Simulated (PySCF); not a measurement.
CH₅NSi.
Z-matrix (Å and degrees, PBE0-D3(BJ)/def2-SVP geometry), rows numbered from 1:
```
C 
N   1  1.2613
Si  2  1.7562  1  124.93
H   1  1.1067  2  120.48  3  -179.96
H   1  1.1128  2  124.64  3     0.03
H   3  1.5030  2  112.58  1    -0.10
H   3  1.4909  2  108.02  1   120.89
H   3  1.4909  2  108.03  1  -121.06
```

The closed-shell ground state was solved at several levels (PySCF, density fitting, gas phase, non-relativistic).

| level | basis functions | total energy (Eh) | HOMO (eV) | LUMO (eV) | gap (eV) | dipole (D) |
| --- | --- | --- | --- | --- | --- | --- |
| PBE0/pcSseg-1 | 83 | -385.0701 | -7.19 | -0.91 | 6.28 | 1.54 |
| PBE0/def2-SVPD | 104 | -384.9378 | -7.24 | -1.04 | 6.20 | 1.46 |

Q: Estimate the row for wB97X-D/pcSseg-2, a basis of 185 functions; the other rows only guide the guess.

A: Total energy -385.3516 Eh, HOMO -9.14 eV, LUMO 0.83 eV, gap 9.97 eV, dipole 1.56 D.

Q: Over all these levels, which gives the widest orbital gap and which the narrowest?

A: wB97X-D/pcSseg-2 (range-separated hybrid) has the widest, 9.97 eV, and PBE0/def2-SVPD (global hybrid, 25 % exact exchange) the narrowest, 6.20 eV. Functional and basis both differ between the two, so the spread mixes both effects.

Q: How far do the dipole and the HOMO energy spread over the levels?

A: The dipole runs from 1.46 to 1.56 D (mean 1.52 D) and the HOMO from -9.14 to -7.19 eV.

wB97X-D is run here without its empirical dispersion term; that term would change no orbital, density or response property at a fixed geometry.
